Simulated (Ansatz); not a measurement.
## fcc Ag

All values below come from r²SCAN (PAW; Ansatz, an electronic-structure program).

Numerical settings: plane-wave cutoff 500 eV, 4×4×4 k mesh, Fermi–Dirac smearing 0.1 eV, cell of 108 sites, scalar-relativistic PAW data made under PBE.

Cell: relaxed at this level.

For fcc Ag, the vacancy formation energy is 0.85 eV and the vacancy formation energy before relaxation comes out as 0.89 eV.

Measured, for comparison: vacancy formation energy 1.21 ± 0.1 eV (midpoint of the printed range, monovacancy, our sources range from 1.06 to 1.21; as tabulated in Mehl and Papaconstantopoulos (1996), arXiv:mtrl-th/9602003). Computed (rounded) less measured: vacancy formation energy not scored (sources differ).

Note: energies are extrapolated to zero smearing, and mesh and cell size move such values by some hundredths of an eV or more.

Static lattice: no zero-point or thermal effects.

Computing time: about 2.3 core-hours (a rough figure).
